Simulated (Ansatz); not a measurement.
## CH5NSi, SMILES N=C[SiH3]: a ladder of basis sets, step by step

With Ansatz 0.2.0 through its Python package.

At the Python prompt:
```pycon
>>> import ansatz as az
>>> geometry_ang = [
...     ("N", (-1.5564, 0.1819, -0.6952)),
...     ("C", (-0.3276, 0.3672, -0.6234)),
...     ("Si", (0.6326, -0.4215, 0.7423)),
...     ("H", (-1.8919, 0.7438, -1.5289)),
...     ("H", (0.2377, 0.9591, -1.3786)),
...     ("H", (0.2573, 0.0868, 2.0985)),
...     ("H", (2.133, -0.0831, 0.5986)),
...     ("H", (0.6075, -1.8913, 0.7309)),
... ]
>>> system = az.Crystal.molecule()
>>> for symbol, xyz in geometry_ang:
...     system = system.atom(symbol, xyz)
...
>>> base = system.calculation().correlation("mp2")
>>> energies = {}
>>> for basis in ["cc-pVDZ", "cc-pVTZ"]:
...     summary = base.basis(gaussian=basis).run(threads=1).report
...     size = summary["n_frozen"] + summary["n_occupied"][0] + summary["n_virtual"][0]
...     energies[basis] = (summary["reference_energy_ev"] / 27.211386246, summary["free_energy_ev"] / 27.211386246)
...     print(f"{basis:14s} {size:4d} orbitals  reference {energies[basis][0]:14.6f} Ha  total {energies[basis][1]:14.6f} Ha")
...
cc-pVDZ          71 orbitals  reference    -384.120114 Ha  total    -384.519529 Ha
cc-pVTZ         164 orbitals  reference    -384.164173 Ha  total    -384.655968 Ha
>>> # correlation energy at the basis limit from E(X) = E + A / X^3
>>> small, large = (energies[b][1] - energies[b][0] for b in ("cc-pVDZ", "cc-pVTZ"))
>>> limit = (3 ** 3 * large - 2 ** 3 * small) / (3 ** 3 - 2 ** 3)
>>> print(f"correlation energy: {small:.6f} and {large:.6f} Ha, extrapolated {limit:.6f} Ha")
correlation energy: -0.399415 and -0.491795 Ha, extrapolated -0.530691 Ha
>>> print(f"share caught by the larger set: {100 * large / limit:.1f} %")
share caught by the larger set: 92.7 %
```

Against cc-pVDZ: cc-pVTZ -136.4 mHa. The last step alone is -136.44 mHa. From the first set to the last the time grows from 0.6 to 2.7 s.

Notes:
- The drop along the ladder measures the basis error, and is no property of the molecule.
- The geometry is a force-field or estimated start, not a minimum of this method, and the last set is no limit. Much of the fall in a total is atomic energy, which cancels in bond and reaction energies.
- Inner cores stay frozen, so this is valence correlation.
- For Al to Cl the sets with a tight d function, cc-pV(X+d)Z, are usual.
- An extrapolation from small basis sets is rough.
- Run time: 3.8 s on 1 thread of Arm Neoverse V1, with other jobs on the host, peak memory 0.31 GiB.
